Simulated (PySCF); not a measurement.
A GIAO shielding run with PySCF 2.14.0 with density-fitted response routines (density fitting, non-relativistic, gas phase) on `COC(=S)OC`, C3H6O2S:

```
$ OMP_NUM_THREADS=1 python probes_run.py task.json out

{"job": {"kind": "nmr", "xc": "PBE0", "basis": "pcSseg-1"}, "charge": 0, "multiplicity": 1}
C      1.847722     0.685058     0.097930
O      0.465543     0.377120     0.073940
C      0.117186    -0.839876    -0.342752
S      1.156902    -1.995540    -0.823652
O     -1.183139    -1.076324    -0.346351
C     -2.068753    -0.049846     0.078790
H      1.918716     1.708888     0.457251
H      2.378606     0.003814     0.766178
H      2.275721     0.595996    -0.902789
H     -3.066058    -0.473519    -0.009324
H     -1.974177     0.832634    -0.557175
H     -1.867070     0.230911     1.114315
```

Hardware: 1 thread of an Arm Neoverse V2, shared host. The job also computes population analyses, field gradients.

**Question.** How large is the calculation?

**Answer.** 56 electrons, 139 basis functions and 744 auxiliary functions.

**Question.** How long does it take, and how much memory does it need?

**Answer.** 10 s of wall time, with 14 SCF cycles and 5 response iterations; peak memory 0.67 GiB. Times on a shared host scatter by some tens of per cent.
